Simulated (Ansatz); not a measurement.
# CH₃Si+: one structure at several levels

An exercise on one series of results from a longer session: the logs are not shown, and one member is left open.

Computed with Ansatz 0.2.0, Gaussian basis. Level: single points in def2-TZVPP.

Cores are frozen in the correlated methods.

## The starting structure

SMILES `C=[SiH+]`, 5 atoms, charge 1, spin multiplicity 1.

Atoms are counted from 1 here; the program's logs count them from 0.

Bond lengths: C1–Si2 1.832 Å, C1–H3 1.082 Å, C1–H4 1.080 Å, Si2–H5 1.481 Å. Angles: Si2–C1–H3 119.8°, Si2–C1–H4 120.5°, H3–C1–H4 119.7°, C1–Si2–H5 178.2°.

Coordinates:

```xyz
5
CH3Si
C    -0.3347   -0.7615    0.0629
Si    0.3932    0.9066   -0.1468
H    -0.4319   -1.1847    1.0540
H    -0.7206   -1.3018   -0.7892
H     1.0106    2.2465   -0.2800
```

The first run:

The input, run/in.yaml:

```yaml
crystal:
  periodic: [false, false, false]
  atoms:
    - {symbol: C, position_ang: [-0.334700, -0.761500, 0.062900]}
    - {symbol: Si, position_ang: [0.393200, 0.906600, -0.146800]}
    - {symbol: H, position_ang: [-0.431900, -1.184700, 1.054000]}
    - {symbol: H, position_ang: [-0.720600, -1.301800, -0.789200]}
    - {symbol: H, position_ang: [1.010600, 2.246500, -0.280000]}
basis:
  gaussian: {orbitals: def2-TZVPP}
total_charge: 1
correlation: {method: ccsd_t}
output: {forces: true}
```

No record of the launch command was kept for these runs.

Among the steps run: CCSD(T)/def2-TZVPP; PBE0-D4/def2-TZVPP; wB97M-V/def2-TZVPP; r2SCAN-D4/def2-TZVPP; PBE-D4/def2-TZVPP; B97M-V/def2-TZVPP; r2SCAN0-D4/def2-TZVPP.

One of the session's tables, all rows but one given; the rest of the session is left out.

| method | RMS force component (eV/Å) | angle to CCSD(T) forces (°) |
| --- | --- | --- |
| CCSD(T) | 1.214 | reference |
| PBE0-D4 | 1.528 | 1.6 |
| wB97M-V | 1.561 | 2.4 |
| r2SCAN-D4 | ? | ? |
| PBE-D4 | 1.423 | 5.3 |
| B97M-V | 1.445 | 3.6 |
| r2SCAN0-D4 | 1.562 | 2.7 |

Q: Estimate the row for r2SCAN-D4 from the others.

The run gave: RMS force component (eV/Å): 1.479; angle to CCSD(T) forces (°): 1.6. In the column «RMS force component (eV/Å)» it lies between B97M-V (1.445) and PBE0-D4 (1.528).
